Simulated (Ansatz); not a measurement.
This geometry of AlClH2 (4 atoms, charge 0, multiplicity 1) is a first-order saddle point.

Computed with RKS PBE-D4/6-31G* (Ansatz).

```xyz
4
Properties=species:S:1:pos:R:3
Al -0.494 0.000 0.557
H 1.141 0.000 1.342
Cl 2.214 0.000 0.246
H -0.913 0.000 -1.021
```

Task: Which two structures does it join? (They come from a converged band through this point; their orientation in space is the band's.)

Result: Bonds broken: Al1–H2, Al1–Cl3. Bonds formed: H2–Cl3. AlClH2 becomes AlH + ClH.

Image 0:

```xyz
4
Properties=species:S:1:pos:R:3
Al 0.329 0.000 0.340
H 0.138 0.000 1.921
Cl 2.319 0.000 -0.395
H -0.840 0.000 -0.742
```

Image 10:

```xyz
4
Properties=species:S:1:pos:R:3
Al -0.587 0.000 -0.118
H 1.710 0.000 0.755
Cl 2.965 0.000 1.218
H -2.141 0.000 -0.730
```

Task: How far does it lie above each of them?

Result: 2.81 eV above the first and 0.13 eV above the second. This is the barrier of this one path; another mechanism may lie lower. The orbitals stay closed-shell, which can raise the energy where a bond breaks towards radicals; this wasn't checked here.

Run time: 2.2 min on 1 thread of Arm Neoverse N1, with other jobs on the host, peak memory 0.09 GiB.
